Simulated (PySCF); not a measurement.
Protonation sites of methanol

System: methanol, `CO` (CH4O). Optimised structure (Å), atoms numbered from 1:
```
C    -0.3416   -0.0080    0.0072
O     0.9290   -0.4047   -0.4179
H    -0.4975   -0.1290    1.0977
H    -1.0799   -0.6471   -0.5001
H    -0.5830    1.0417   -0.2536
H     1.5794    0.1494    0.0229
```

Level of theory: ωB97X-D3(BJ)/def2-TZVP single points in PySCF, grid level 2; every species was optimised with PBE0-D3(BJ)/def2-SVP. Zero-point and thermal terms (298.15 K, 1 bar) come from unscaled PBE0-D3(BJ)/def2-SVP harmonic frequencies, with soft modes damped to free rotors in the entropy.

```csv
site,product,PA / kJ/mol,GB / kJ/mol
O2 (hydroxyl oxygen),C[OH2+],762,731
```

PA is −ΔH and GB is −ΔG of B + H⁺ → BH⁺ in the gas phase. Sites whose products fell apart, merged with another or lost in a GFN2-xTB screen aren't listed.

Measured values (NIST Chemistry WebBook, evaluated or the median of agreeing entries): proton affinity (−ΔH) 754 kJ/mol (computed 762, difference 7); gas-phase basicity (−ΔG) 725 kJ/mol (computed 731, difference 7).

Hardware: 1 thread of Arm Neoverse V1, shared with other jobs. Command: `OMP_NUM_THREADS=1 python redox_run.py task.json out`. Structures, frequencies and single points: 31 s.

Differences come from unrounded values, so a last digit can differ from that of the printed terms.
